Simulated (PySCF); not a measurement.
**Structure from NMR data**

Molecular formula: C2H5N. Simulated spectra:

¹H NMR (500 MHz, computed): δ 9.26 (br s, 1H), 8.56 (q, J = 5.4 Hz, 1H), 1.93 (d, J = 5.4 Hz, 3H).

¹³C{¹H} NMR (computed): δ 170.2 (CH), 27.8 (CH3).

No solvent, non-relativistic, rapidly exchanging positions averaged, one conformer. NMR shieldings at KT2/pcSseg-2/GIAO; PBE0-D3(BJ)/def2-SVP geometry; J couplings at B3LYP/pcJ-1; PySCF 2.14.0 with density-fitted response routines.

δ = σ(ref) − σ, references computed at the same level: ¹H (σ = 31.18 ppm) and ¹³C (σ = 182.28 ppm) against TMS.

Propose a structure and justify it.

Answers


- Rings plus π bonds: 1 (no ring in the answer).
- 2 carbon signals for 2 carbons: no two carbons are equivalent.
- Carbon types of the structure: 1 × CH, 1 × CH3, leaving 1 H on heteroatoms.
- δC 170.2: C=N carbon.
- δC 27.8: methyl carbon; aliphatic region, no heteroatom directly attached.
- δH 9.26: hydrogen on an imine nitrogen; exchangeable, gas-phase position.
- δH 8.56: hydrogen on a C=N carbon.
- δH 1.93: hydrogen on a methyl carbon.
- The protons at 8.56 and 1.93 share a coupling of 5.4 Hz (vicinal).

Structure: E-ethanimine.

OH/NH shifts are gas-phase values; hydrogen bonding in solution moves them, usually downfield. Multiplet labels drop couplings under 1 Hz and merge nearly equal ones. Unscaled 3J(H,H) at this level run about 10 % above measured values. Shifts are as computed. Against solution values, carbons near 30 ppm lie about +3 ppm off and those near 130 ppm about -1 ppm. Of 1211 compounds with measured shifts, 218 miss one by over three times the rms of a fit or turn the order of signals round; such compounds aren't used in these exercises. Couplings to exchangeable protons are dropped.
